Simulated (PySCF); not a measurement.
Species: C4H5F.
Numbering: `[F:1][CH:2]=[C:3]1[CH2:4][CH2:5]1` (hydrogens: H6 on C2; H7, H8 on C4; H9, H10 on C5)

Cartesian coordinates in Å at the PBE0-D3(BJ)/def2-SVP level; atoms count from 1:
```
atom  x, y, z in Å
F1     2.3563    1.0320   -0.0137
C2     1.6132   -0.0512   -0.2462
C3     0.3085   -0.0702   -0.0652
C4    -0.9402   -0.8283   -0.1238
C5    -0.9120    0.6235    0.3367
H6     2.2026   -0.9021   -0.6003
H7    -1.1219   -1.6049    0.6274
H8    -1.3729   -1.0438   -1.1073
H9    -1.3261    1.3853   -0.3330
H10   -1.0652    0.8301    1.4017
```

Method: PBE0-D3(BJ)/def2-SVP geometry optimisation, gas phase in PySCF 2.14.0.

Masses are those of the commonest isotopes; rigid-rotor values at the optimised geometry. 

(1) What are A, B and C (MHz)?

(2) Classify the top.

(3) What does the inertial defect say?

(4) Give the other two planar moments, Paa and Pbb, and the rms extents of the mass along the axes.

(5) Where do the levels up to J = 3 lie, in cm⁻¹?

(6) Predict some low-J microwave lines.

Results:

(1) Ia = 31.74, Ib = 159.44, Ic = 184.35 u·Å²; 505379 MHz·u·Å²/I gives A = 15921, B = 3170, C = 2741 MHz.

(2) A near-prolate asymmetric top; Ray's κ = -0.935.

(3) Not planar: Δ = Ic − Ia − Ib = -6.83 u·Å². For a rigid frame Δ = −2 Σ m c², so Σ m c² = 3.41 u·Å² lies off the ab plane, practically all of it from hydrogen. The atom farthest from that plane is 0.92 Å away.

(4) Paa = Σ m a² = (Ib + Ic − Ia)/2 = 156.02 and Pbb = Σ m b² = (Ia + Ic − Ib)/2 = 28.33 u·Å². With the mass M = 72.04 u, the rms extents √(P/M) along a, b and c are 1.47, 0.63, 0.22 Å.

(5) Above 0(0,0):
J = 1: 1(0,1) 0.1972, 1(1,1) 0.6225, 1(1,0) 0.6368
J = 2: 2(0,2) 0.5912, 2(1,2) 1.0026, 2(1,1) 1.0454, 2(2,1) 2.3214, 2(2,0) 2.3218
J = 3: 3(0,3) 1.1813, 3(1,3) 1.5724, 3(1,2) 1.6582, 3(2,2) 2.9129, 3(2,1) 2.9147, 3(3,1) 5.0755, 3(3,0) 5.0755
Those of J = 1 are B + C, A + C and A + B.

(6) The dipole components are |μa| = 1.40 D, |μb| = 0.73 D, |μc| = 0.00 D; the mirror of this Cs structure is the ab plane, so μc vanishes by symmetry and there are no c-type lines. The squared components, which scale the intensities, stand as 1.00 : 0.27 (a : b). Some lines, for components of 0.1 D or more:

```
type  branch         J(Ka,Kc)     MHz  lower level (cm⁻¹)
   b       R  3(0,3) ← 2(1,2)    5358               1.003
   a       R  2(0,2) ← 1(0,1)   11812               0.197
   b       R  4(0,4) ← 3(1,3)   11812               1.572
   a       R  2(1,1) ← 1(1,0)   12251               0.637
   b       Q  1(1,0) ← 1(0,1)   13179               0.197
   b       Q  2(1,1) ← 2(0,2)   13618               0.591
   b       Q  3(1,2) ← 3(0,3)   14297               1.181
   a       R  3(0,3) ← 2(0,2)   17691               0.591
   a       R  3(1,2) ← 2(1,1)   18369               1.045
   b       R  1(1,1) ← 0(0,0)   18662               0.000
   a       R  4(0,4) ← 3(0,3)   23539               1.181
   a       R  4(2,3) ← 3(2,2)   23636               2.913
   a       R  4(3,2) ← 3(3,1)   23665               5.076
   a       R  4(3,1) ← 3(3,0)   23666               5.076
   b       R  3(1,3) ← 2(0,2)   29417               0.591
   b       Q  4(2,2) ← 4(1,3)   36932               2.475
   b       Q  2(2,0) ← 2(1,1)   38263               1.045
   b       Q  2(2,1) ← 2(1,2)   39538               1.003
   b       R  2(2,1) ← 1(1,0)   50504               0.637
   b       R  2(2,0) ← 1(1,1)   50943               0.623
   b       R  3(2,2) ← 2(1,1)   55986               1.045
   b       R  3(2,1) ← 2(1,2)   57325               1.003
   b       R  4(2,3) ← 3(1,2)   61253               1.658
   b       Q  3(3,0) ← 3(2,1)   64780               2.915
   b       R  4(3,1) ← 3(2,2)   88499               2.913
   b       Q  4(4,0) ← 4(3,1)   90736               5.865
   b       Q  4(4,1) ← 4(3,2)   90737               5.865
   b       R  4(4,0) ← 3(3,1)  114402               5.076
```

No frequency check. No vibrational averaging or centrifugal distortion is included, and the geometry carries the error of its method.
